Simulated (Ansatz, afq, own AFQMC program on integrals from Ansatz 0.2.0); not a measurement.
**H₃O, doublet in cc-pVTZ, levels against CCSDT(Q)**

```xyz
4

H    -1.7980    0.0498    0.0000
H    -1.0530    0.0498    0.0000
O     0.1540    0.0498    0.0000
H     0.4059   -0.8901    0.0000
```

Basis cc-pVTZ. Noble-gas cores (and the filled d shells of Ga–Kr and In–Xe) are frozen. Ansatz 0.2.0 and our own AFQMC program on the same integrals; the CISD trial comes from CCSD amplitudes, and released means the phaseless constraint is let go. ± is one standard error of the sampling.

Determinant: UHF, the one that the program's search chose, which needn't be the lowest solution. The geometry is a point of a scan.

No full CI on the walks' own integrals is used here; CCSDT(Q) serves as the reference and is uncertain by about the last step of the cluster series.

The T1 diagnostic is 0.0238. The weight of the determinant in the CISD state is 0.918. The ⟨S²⟩ of the determinant is 0.779 and the size of the correlated space is 9 electrons in 71 orbitals.

Q: Estimate: order these by the size of their error in total energy against CCSDT(Q), smallest first.
A. phaseless AFQMC with a CISD trial
B. CCSD
C. MP2
D. CCSD(T)

A: A (0.6 ± 0.3 kJ/mol), D (2.1 kJ/mol), B (22.8 kJ/mol), C (71.8 kJ/mol).

Reference: CCSDT(Q), correlation energy -7.767 eV.

A walk keeps the symmetry of its determinant, which the program's search chose and which needn't be the lowest solution, so a lower state of the same spin and another symmetry isn't excluded.
